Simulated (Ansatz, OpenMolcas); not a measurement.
Worked example: vertical energy of the triplet above the singlet of C4H8 (isobutene)

C4H8 has 12 atoms, charge 0, and is taken as a singlet. SMILES: `C=C(C)C`. Geometry: relaxed at PBE0-D4/def2-TZVP.

Both states at this one shape; open shells run unrestricted unless said. 1 Eh = 27.2114 eV.

```
                                                                               level     program  singlet C4H8 (Eh)  triplet C4H8 (Eh)
                                                  wB97X/6-31G* (spherical functions)      Ansatz        -157.175343        -157.010143
                       RPA@PBE0/6-31G* (spherical functions), 4 core orbitals frozen      Ansatz        -156.862482        -156.693388
CCSD(T)/6-31G* (spherical functions), open shells restricted, 4 core orbitals frozen  OpenMolcas        -156.689046        -156.517918
```

**Question.** Work out the vertical gap, second state less first, at each level.

**Answer.** 
1. wB97X/6-31G* (spherical functions): -157.010143 − (-157.175343) = 0.165200 Eh = 4.50 eV.
2. RPA@PBE0/6-31G* (spherical functions): -156.693388 − (-156.862482) = 0.169094 Eh = 4.60 eV.
3. CCSD(T)/6-31G* (spherical functions), open shells restricted: -156.517918 − (-156.689046) = 0.171128 Eh = 4.66 eV.

No measured value is set beside it here; the levels span 4.50 to 4.66 eV.
